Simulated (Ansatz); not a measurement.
`C[SiH2]C` + `[CH3]`• → `C[SiH]C`• + CH₄  (hydrogen abstraction from the Si–H bond)

Isolated molecules relaxed with PBE0-D4/def2-TZVP in Ansatz; ΔE leaves out vibrations. CCSD(T)/CBS adds triple-zeta CCSD(T) − MP2 to the extrapolated MP2 energy (def2 sets, frozen cores). This one scheme is used for every species. Functionals use def2-TZVPP. B3LYP here is the variant with VWN-RPA as its local correlation; programs differ in this. HSE06 is defined as in plane-wave codes. Open shells (•) are unrestricted, without spin–orbit coupling.

```json
{"level": "PBE-D4", "ΔE (kJ/mol)": "-77.0", "difference from CCSD(T)/CBS": "-18.4"}
{"level": "B97M-V", "ΔE (kJ/mol)": "-61.7", "difference from CCSD(T)/CBS": "-3.1"}
{"level": "PBE0-D4", "ΔE (kJ/mol)": "-68.9", "difference from CCSD(T)/CBS": "-10.3"}
{"level": "B3LYP-D4", "ΔE (kJ/mol)": "-62.2", "difference from CCSD(T)/CBS": "-3.6"}
{"level": "BHLYP-D4", "ΔE (kJ/mol)": "-51.5", "difference from CCSD(T)/CBS": "7.1"}
{"level": "BLYP", "ΔE (kJ/mol)": "-66.6", "difference from CCSD(T)/CBS": "-8.0"}
{"level": "r2SCANh", "ΔE (kJ/mol)": "-59.2", "difference from CCSD(T)/CBS": "-0.6"}
{"level": "r2SCAN0", "ΔE (kJ/mol)": "-57.4", "difference from CCSD(T)/CBS": "1.2"}
{"level": "HSE06", "ΔE (kJ/mol)": "-69.2", "difference from CCSD(T)/CBS": "-10.6"}
{"level": "BHLYP", "ΔE (kJ/mol)": "-51.3", "difference from CCSD(T)/CBS": "7.3"}
{"level": "CAM-B3LYP", "ΔE (kJ/mol)": "-59.4", "difference from CCSD(T)/CBS": "-0.8"}
{"level": "RPA@PBE/def2-TZVPP", "ΔE (kJ/mol)": "-58.4", "difference from CCSD(T)/CBS": "0.2"}
{"level": "HF/def2-TZVPP", "ΔE (kJ/mol)": "-30.8", "difference from CCSD(T)/CBS": "27.8"}
{"level": "SCS-MP2/def2-TZVPP", "ΔE (kJ/mol)": "-59.5", "difference from CCSD(T)/CBS": "-0.9"}
{"level": "CCSD(T)/def2-TZVPP", "ΔE (kJ/mol)": "-58.6", "difference from CCSD(T)/CBS": "0.0"}
{"level": "MP2/def2-QZVPP", "ΔE (kJ/mol)": "-66.0", "difference from CCSD(T)/CBS": "-7.4"}
{"level": "CCSD(T)/CBS", "ΔE (kJ/mol)": "-58.6", "difference from CCSD(T)/CBS": "0"}
```

Largest T1 diagnostic among the species: 0.011.

In def2-TZVPP, CCSD(T) changes the Hartree–Fock value by −27.7 kJ/mol (the triples alone add −3.6 kJ/mol) and MP2 by −35.1 kJ/mol. From BLYP to BHLYP (50 % exact exchange), in def2-TZVPP and without D4, ΔE moves by +15.4 kJ/mol. At CCSD(T), def2-SVP lies −4.3 kJ/mol from the extrapolated value and def2-TZVPP +0.0 kJ/mol.
